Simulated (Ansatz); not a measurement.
GaP (zinc blende): values from a third-order Birch-Murnaghan fit to a volume scan beside measured ones. Computed values: PBEsol (plane waves to 420 eV, PAW, scalar-relativistic; Ansatz, an electronic-structure program). GaP was relaxed with its symmetry unable to fall.

| quantity | reference | kind | PBEsol | difference |
|---|---|---|---|---|
| Lattice constant a (Å) | 5.439 | measured, corrected to the static lattice | 5.439 | +0.0 % |
| Bulk modulus B₀ (GPa) | 89.6 | measured, corrected to the static lattice | 84.9 | -5.3 % |

For the lattice constant a it lies within 0.3 % of the reference. PBEsol underestimates the bulk modulus B₀ by 5.3 %.

References as given in: Daniel Mejia-Rodriguez, S. B. Trickey, Physical Review B (2018), arXiv:1807.09216.

(A scan under strain: stresses follow from slopes of the energy per volume, elastic moduli from its curvatures.)
